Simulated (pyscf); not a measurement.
HC≡CH + HF → H₂C=CH–F, an addition across a multiple bond or ene-type step (singlet surface; F–H broken, C–H, C–F formed). Optimised with ωB97X-D3(BJ)/def2-SVP in PySCF. Correlated levels are frozen-core, on RHF or UHF. ΔMP2 is the change of the MP2 total energy from the triple- to the quadruple-zeta basis. Energies in kJ/mol from the separated reactants.

Small-basis levels: PySCF, no dispersion term, spherical d functions. AM1 to PM7: differences of heats of formation from MOPAC. Cost: rough CPU time at the saddle relative to B3LYP/6-31G*, from one job on a shared machine.

| level | barrier | reaction energy | cost |
|---|---|---|---|
| HF/STO-3G | 305.2 | -284.4 | 0.05 |
| HF/6-31G* | 249.0 | -164.6 | 0.07 |
| SVWN5/6-31G* | 64.0 | -255.3 | 0.7 |
| B3LYP/STO-3G | 94.4 | -337.4 | 0.6 |
| B3LYP/6-31G* | 148.0 | -197.1 | 1 |
| B3LYP/6-311+G** | 197.9 | -119.5 | 1 |
| PM7 | 341.1 | -118.1 | under 0.02 |
| CCSD(T)/def2-TZVPP + ΔMP2(QZVPP) | 216.5 | -111.0 | – |

Against the last row the barrier runs from -152.5 (SVWN5/6-31G*) to +124.6 kJ/mol (PM7). CCSD(T)/def2-TZVPP + ΔMP2(QZVPP) has limits of its own. On the reactant side the descent ends in a complex, 22.2 kJ/mol under the separated species and 212.3 kJ/mol under the saddle at ωB97X-D3(BJ)/def2-TZVP. At ωB97X-D3(BJ) the barrier from the zero used here is 190.1 kJ/mol. This is the saddle that the search found; another between the same sides may lie lower. The CCSD(T) − MP2 part came from Ansatz, without density fitting, on the same reference.
